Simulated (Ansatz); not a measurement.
# AlClH3O: the cost of one run

Method: UKS PBE-D4/6-31G*, in Ansatz 0.2.0.

### Step 1. Starting point

Bond lengths: Al1–Cl2 2.480 Å, Al1–H3 1.560 Å, Al1–H4 1.560 Å, Cl2–O5 1.890 Å, O5–H6 1.010 Å. Angles: Al1–Cl2–O5 180.0°, Cl2–Al1–H3 120.0°, Cl2–Al1–H4 120.0°, H3–Al1–H4 120.0°, Cl2–O5–H6 109.5°.

Structure file:

```xyz
6

Al    0.0000    0.0000    0.0000
Cl    0.0000    0.0000    2.4800
H     1.3510    0.0000   -0.7800
H    -1.3510    0.0000   -0.7800
O     0.0000    0.0000    4.3700
H    -0.5144   -0.8011    4.7071
```

### Step 2. A restrained relaxation towards end A

Springs on the bonds that form and break draw the guess towards this end; the thresholds are loose.

Input file input.yaml:

```yaml
crystal:
  periodic: [false, false, false]
  atoms:
    - { symbol: Al, position_ang: [0.0, 0.0, 0.0] }
    - { symbol: Cl, position_ang: [0.0, 0.0, 2.48] }
    - { symbol: H, position_ang: [1.351, 0.0, -0.78] }
    - { symbol: H, position_ang: [-1.351, 0.0, -0.78] }
    - { symbol: O, position_ang: [0.0, 0.0, 4.37] }
    - { symbol: H, position_ang: [-0.5144, -0.8011, 4.7071] }
magnetization:
  spin_polarized: true
  initial_magnetization: 1
basis:
  gaussian: { orbitals: "6-31G*" }
hamiltonian:
  xc: pbe
  dispersion: d4
relax:
  f_tol: 0.15
  max_steps: 25
  restrain:
    - { distance: [1, 4], at: 2.79, k: 30.0 }
    - { distance: [0, 1], at: 2.23, k: 30.0 }
```

The run is started by

```console
$ ansatz run input.yaml --threads 1 --pin off --max-ram 2048MiB --backend cpu --events-out ev --progress --plain --runs-dir out
```

**Question.** How long does this run take on 1 thread of Arm Neoverse N1, shared host, and how much memory does it need?

About 43 s, with a peak of 0.15 GiB.
